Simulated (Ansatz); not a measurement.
Consider the substitution at a C–C bond: `CC(C)(Cl)Cl` + H–F → `CC(F)(Cl)Cl` + CH₄.

Computed with Ansatz on PBE0-D4/def2-TZVP structures; ΔE is electronic, products minus reactants. CCSD(T)/CBS adds triple-zeta CCSD(T) − MP2 to the extrapolated MP2 energy (def2 sets, frozen cores). This one scheme is used for every species. Functionals use def2-TZVPP.

```csv
level,ΔE (kJ/mol)
B2PLYP,26.6
CCSD(T)/def2-SVP,25.0
```

Task: What does CCSD(T)/CBS give? (An estimate is asked.)

Result: Computed: +44.4 kJ/mol. The listed levels differ from it by -17.8, -19.4 kJ/mol.

Largest T1 diagnostic among the species: 0.010.

In def2-TZVPP, CCSD(T) changes the Hartree–Fock value by +19.1 kJ/mol (the triples alone add +0.9 kJ/mol) and MP2 by +30.2 kJ/mol. From BLYP to BHLYP (50 % exact exchange), in def2-TZVPP and without D4, ΔE moves by +14.5 kJ/mol.
